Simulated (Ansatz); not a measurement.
# Torsion profile

AlNH4O (SMILES [NH2][AlH][OH]), closed shell, at its PBE0-D4/def2-TZVP minimum:

| atom | x (Å) | y (Å) | z (Å) |
| --- | --- | --- | --- |
| N1 | -1.1503 | 0.3460 | -0.5687 |
| Al2 | 0.3306 | 0.1491 | 0.3626 |
| O3 | 1.3046 | -1.1875 | -0.0208 |
| H4 | -1.4577 | -0.2701 | -1.3033 |
| H5 | -1.8085 | 1.0956 | -0.4369 |
| H6 | 0.7168 | 1.1797 | 1.4954 |
| H7 | 2.1257 | -1.3807 | 0.4260 |

The dihedral angle H4–N1–Al2–O3 (0.0° at the minimum) is set to the values below, the two halves turning rigidly about the central bond. Each method's energies count from its own value at the PBE0-D4 minimum structure. Computed with Ansatz 0.2.0 (basis: def2-TZVPP); correlated methods freeze the cores. B3LYP uses VWN-RPA correlation.

CCSD(T) energies along the scan:
```json
{"dihedral angle (°)": "14.3", "CCSD(T) (kJ/mol)": "2.06"}
{"dihedral angle (°)": "34.3", "CCSD(T) (kJ/mol)": "10.99"}
{"dihedral angle (°)": "54.3", "CCSD(T) (kJ/mol)": "23.49"}
{"dihedral angle (°)": "74.3", "CCSD(T) (kJ/mol)": "33.78"}
{"dihedral angle (°)": "94.3", "CCSD(T) (kJ/mol)": "36.48"}
{"dihedral angle (°)": "114.3", "CCSD(T) (kJ/mol)": "30.08"}
{"dihedral angle (°)": "134.3", "CCSD(T) (kJ/mol)": "18.10"}
{"dihedral angle (°)": "154.3", "CCSD(T) (kJ/mol)": "6.50"}
{"dihedral angle (°)": "174.3", "CCSD(T) (kJ/mol)": "0.36"}
```
They count from the CCSD(T) energy at the PBE0-D4 minimum.

Largest difference from the CCSD(T) curve over the scan: PBE-D4 1.37; B3LYP-D4 0.79; wB97M-V 1.41; MP2 0.05 kJ/mol. Each curve counts from its own value at the minimum.

No T1 diagnostic of these runs exceeds 0.012.

For scale, one of the runs: CCSD(T)/def2-TZVPP, 160 basis functions (an equivalent command: `ansatz run in.yaml --threads 2`). Time: 19 s of wall clock on 2 CPU threads; the host was shared. Peak host memory: 1.2 GiB.
